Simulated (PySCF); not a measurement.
Compound: CH₄O.
Atom-mapped SMILES: `[CH3:1][OH:2]` (hydrogens: H3, H4, H5 on C1; H6 on O2)

Method: PBE0-D3(BJ)/def2-SVP geometry optimisation, gas phase in PySCF 2.14.0; density fitting, grid level 1; the optimiser is geomeTRIC in internal coordinates, started from a GFN2-xTB structure with every atom displaced at random (about 0.01 Å).

Step 2: E = -3142.9081 eV
```
atom  x, y, z in Å  |  force x, y, z in eV/Å
C1     -0.3330    0.0471   -0.0496    0.042   0.002   0.032
O2      0.9464   -0.3826   -0.4179   -0.049  -0.088   0.034
H3     -0.5809   -0.1745    1.0063   -0.007  -0.018  -0.016
H4     -1.0692   -0.4862   -0.6715    0.031   0.028  -0.024
H5     -0.4867    1.1329   -0.2094   -0.008   0.005   0.012
H6      1.5566   -0.1637    0.2918   -0.009   0.072  -0.037
```

Step 3: E = -3142.9129 eV
```
atom  x, y, z in Å  |  force x, y, z in eV/Å
C1     -0.3344    0.0407   -0.0433    0.081   0.169  -0.043
O2      0.9384   -0.4068   -0.4048    0.104  -0.063   0.083
H3     -0.5939   -0.1819    1.0069   -0.038  -0.023   0.068
H4     -1.0675   -0.4746   -0.6773   -0.060  -0.058  -0.062
H5     -0.4741    1.1303   -0.2068    0.008  -0.055   0.058
H6      1.5646   -0.1347    0.2750   -0.095   0.030  -0.104
```

Step 4: E = -3142.9183 eV
```
atom  x, y, z in Å  |  force x, y, z in eV/Å
C1     -0.3356    0.0309   -0.0351    0.073   0.228  -0.072
O2      0.9295   -0.4474   -0.3780    0.169  -0.024   0.059
H3     -0.6199   -0.1921    1.0084   -0.050  -0.018   0.094
H4     -1.0670   -0.4589   -0.6891   -0.086  -0.093  -0.056
H5     -0.4481    1.1248   -0.1964    0.017  -0.074   0.068
H6      1.5744   -0.0841    0.2399   -0.124  -0.018  -0.093
```

Problem. Estimate the geometry and energy of step 5. (The exact step hangs on the optimiser's Hessian estimate; all steps are aligned on step 4, rigid shifts and turns removed.)

Solution. E = -3142.9205 eV, largest force 0.123 eV/Å
```
atom  x, y, z in Å  |  force x, y, z in eV/Å
C1     -0.3353    0.0272   -0.0323    0.016   0.115  -0.042
O2      0.9272   -0.4682   -0.3627    0.096   0.000   0.024
H3     -0.6355   -0.1958    1.0091   -0.023  -0.007   0.044
H4     -1.0670   -0.4541   -0.6955   -0.043  -0.047  -0.019
H5     -0.4320    1.1218   -0.1876    0.012  -0.040   0.032
H6      1.5758   -0.0577    0.2187   -0.058  -0.021  -0.038
```

The energy changes by -0.0021 eV. The first-order estimate −F·Δx gives -0.0032 eV and the mean of the old and new forces, exact on a quadratic surface, -0.0020 eV. The step makes an angle of 81° with the force vector and moves no atom by more than 0.034 Å.

What follows is the cost of the whole optimisation. On Intel Xeon at 2.60 GHz, one thread, shared host, this took 4.6 s and 0.28 GiB of memory at its peak.
